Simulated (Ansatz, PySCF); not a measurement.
Molecule: trans-ethylamine, C2H7N (charge 0, singlet). SMILES: CCN
Geometry from a B3LYP-D3(BJ)/def2-TZVP (Ansatz, a first-principles code) optimisation:
```xyz
10

C      1.2101    -0.3675    -0.0020
C      0.0059     0.5734    -0.0002
N     -1.3057    -0.0740     0.0024
H      2.1508     0.1897    -0.0039
H      1.2028    -1.0109     0.8816
H      1.1996    -1.0116    -0.8851
H      0.0502     1.2284    -0.8744
H      0.0533     1.2290     0.8732
H     -1.4054    -0.6706     0.8165
H     -1.4083    -0.6712    -0.8110
```

Quantity: atomisation energy (electronic, to ground-state atoms), in eV. Valence correlation only, unless marked. Open shells are spin-unrestricted. No spin-orbit coupling. No relativistic terms. The coupled-cluster limit lacks core correlation, which all-electron functionals hold. CBS(X,Y): correlation extrapolated as X^-3; Hartree-Fock from the larger set. The bracket is a focal-point correction in the basis named.

| level | program | atomisation energy (eV) | rough core time |
|---|---|---|---|
| HF/STO-3G | Ansatz | 33.52 | - |
| BLYP/def2-TZVPD | Ansatz | 37.78 | under 20 s |
| revPBE-D3(BJ)/def2-TZVPD | Ansatz + dftd3 | 37.82 | under 20 s |
| revPBE-D4/def2-TZVPD | Ansatz + dftd4 | 37.90 | under 20 s |
| revPBE/def2-TZVPD | Ansatz | 37.42 | under 20 s |
| r2SCAN-D3(BJ)/def2-TZVPD | Ansatz + dftd3 | 37.93 | under 20 s |
| r2SCAN-D4/def2-TZVPD | Ansatz + dftd4 | 37.92 | under 20 s |
| BHLYP-D3(BJ)/def2-TZVPD | Ansatz + dftd3 | 37.24 | under 20 s |
| TPSSh/def2-TZVPD | PySCF | 38.14 | - |
| r2SCANh-D4/def2-TZVPD | Ansatz + dftd4 | 37.76 | under 20 s |
| MP2/aug-cc-pVTZ | Ansatz | 37.50 | - |
| CCSD/aug-cc-pVDZ | Ansatz | 35.28 | - |
| CCSD/cc-pVTZ | Ansatz | 36.69 | - |
| CCSD(T)/6-31G* | Ansatz | 34.26 | under 20 s |
| RI-MP2/CBS(aug-cc-pVTZ,aug-cc-pVQZ)+[CCSD(T)-MP2]/aug-cc-pVTZ | Ansatz | 38.09 | 110 s |

Core times are rough, on shared machines, summed over the molecules involved; a dash marks a level read off another run, or run on other hardware, by another program or under a memory cap.
